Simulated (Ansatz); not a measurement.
Mulliken charges of `OCC#CF` from PBE/def2-TZVPP in Ansatz (PBE0-D4/def2-TZVP geometry).

```
atom   x (Å)   y (Å)   z (Å)  charge (e)
  O1  -0.713  -0.234   1.549      -0.294
  C2  -0.072  -0.763   0.411       0.015
  C3   0.129   0.217  -0.654      -0.309
  C4   0.306   1.042  -1.501       0.305
  F5   0.487   1.915  -2.409      -0.094
  H6  -0.228   0.547   1.829       0.187
  H7   0.897  -1.211   0.669       0.095
  H8  -0.714  -1.570   0.049       0.096
```

Question: By hand: the dipole of these point charges (1 e Å = 4.8032 D).

Answer: Σ q r = (0.190, -0.035, -0.068) e Å, of length 0.205 e Å = 0.98 D.

Question: How does the dipole of the full density compare? (An estimate is asked.)

Answer: Ansatz gave: (0.233, 0.038, -0.015) e Å, 1.14 D; the point charges give 0.86 times that, at 25° from its direction.

Point charges leave out the atoms' own dipoles, such as those of lone pairs, and Mulliken's split depends on the basis, so the two needn't agree.
